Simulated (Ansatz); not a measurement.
Geometry optimisation, RKS PBE0-D4/6-31G in Ansatz 0.2.0.

input.yaml

```yaml
crystal:
  periodic: [false, false, false]
  atoms:
    - { symbol: C, position_ang: [-1.1486, -1.6248, 2.1323] }
    - { symbol: C, position_ang: [-0.5398, -1.1338, 0.8943] }
    - { symbol: C, position_ang: [-0.0201, -0.7585, -0.1213] }
    - { symbol: C, position_ang: [0.757, -0.2966, -1.3362] }
    - { symbol: O, position_ang: [1.4792, 0.8477, -1.1068] }
    - { symbol: C, position_ang: [0.7008, 2.06, -1.0275] }
    - { symbol: H, position_ang: [-0.5053, -2.2165, 2.7135] }
    - { symbol: H, position_ang: [-2.0615, -2.1353, 1.8814] }
    - { symbol: H, position_ang: [-1.4823, -0.7097, 2.7836] }
    - { symbol: H, position_ang: [1.3661, -1.0896, -1.6576] }
    - { symbol: H, position_ang: [-0.0432, -0.1187, -2.1194] }
    - { symbol: H, position_ang: [0.0088, 2.0147, -0.1792] }
    - { symbol: H, position_ang: [0.1227, 2.2343, -1.9856] }
    - { symbol: H, position_ang: [1.3533, 2.8976, -0.8428] }
basis:
  gaussian: { orbitals: "6-31G" }
hamiltonian:
  xc: pbe0
  dispersion: d4
relax:
  f_tol: 0.02
  max_steps: 50
```

Launched with:

```bash
$ ansatz run input.yaml --threads 1 --pin off --max-ram 2048MiB --backend cpu --events-out ev --progress --plain --runs-dir out
```

Where does it end, and by what steps?

The run converged. Limits of this set-up: no polarisation functions. After 8 steps the energy has fallen by 0.413 eV; H13 moved furthest, 0.33 Å.

| step | energy less start (eV) | largest force component (eV/Å) | accepted |
| --- | --- | --- | --- |
| 0 | 0.0000 | 4.268 | yes |
| 1 | -0.3334 | 1.820 | yes |
| 2 | -0.2718 | 2.357 | no |
| 3 | -0.4043 | 0.309 | yes |
| 4 | -0.4084 | 0.191 | yes |
| 5 | -0.4099 | 0.116 | yes |
| 6 | -0.4119 | 0.065 | yes |
| 7 | -0.4125 | 0.055 | yes |
| 8 | -0.4127 | 0.011 | yes |

```xyz
14
Properties=species:S:1:pos:R:3
C -1.180 -1.506 2.089
C -0.513 -1.100 0.861
C 0.044 -0.777 -0.168
C 0.732 -0.347 -1.384
O 1.483 0.880 -1.228
C 0.655 2.022 -0.934
H -0.523 -2.116 2.719
H -2.079 -2.096 1.877
H -1.489 -0.636 2.679
H 1.476 -1.087 -1.691
H 0.006 -0.235 -2.206
H 0.124 1.897 0.017
H -0.080 2.198 -1.733
H 1.331 2.874 -0.868
```

Whether the end is a true minimum wasn't checked by a vibrational analysis.

Time of the run: 74 s on 1 thread of Arm Neoverse N1, with other jobs on the host, peak memory 0.17 GiB.
